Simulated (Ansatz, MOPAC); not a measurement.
System: dimethylsulfoxide, C2H6OS, charge 0, multiplicity 1. SMILES: CS(C)=O

Atoms: S1, O2, C3, C4, H5, H6, H7, H8, H9, H10. Bonds: S1-O2, S1-C3, S1-C4, C3-H5, C3-H7, C3-H8, C4-H6, C4-H9, C4-H10.

Bond lengths (Å) and angles (degrees) optimised at PM3 with MOPAC; PM7 with MOPAC; B3LYP/6-31G* with Ansatz (a quantum-chemistry and plane-wave program), each started from the B3LYP-D3(BJ)/def2-TZVP structure (Ansatz) of the last column. A row stands for all coordinates that are equal there; 9 of 12 kinds are shown. 6-31G* holds six Cartesian d functions.

| coordinate | PM3 | PM7 | B3LYP/6-31G* | B3LYP-D3(BJ)/def2-TZVP |
|---|---|---|---|---|
| S1-O2 | 1.557 | 1.481 | 1.511 | 1.489 |
| S1-C3 | 1.818 | 1.827 | 1.838 | 1.817 |
| C3-H5 | 1.096 | 1.090 to 1.093 | 1.094 | 1.090 |
| C3-H8 | 1.097 | 1.095 | 1.093 | 1.088 |
| O2-S1-C3 | 104.5 | 106.1 | 107.5 | 106.6 |
| C3-S1-C4 | 99.4 | 98.0 | 95.8 | 96.3 |
| S1-C3-H5 | 114.1 | 112.7 | 109.5 | 109.0 |
| S1-C3-H7 | 111.0 | 111.2 | 110.0 | 109.9 |
| S1-C3-H8 | 109.4 | 109.3 | 107.0 | 106.6 |

A range marks coordinates that this level makes unequal.

Mean signed difference of all 9 bond lengths from B3LYP-D3(BJ)/def2-TZVP: PM3 0.012 Å, PM7 0.004 Å, B3LYP/6-31G* 0.010 Å.
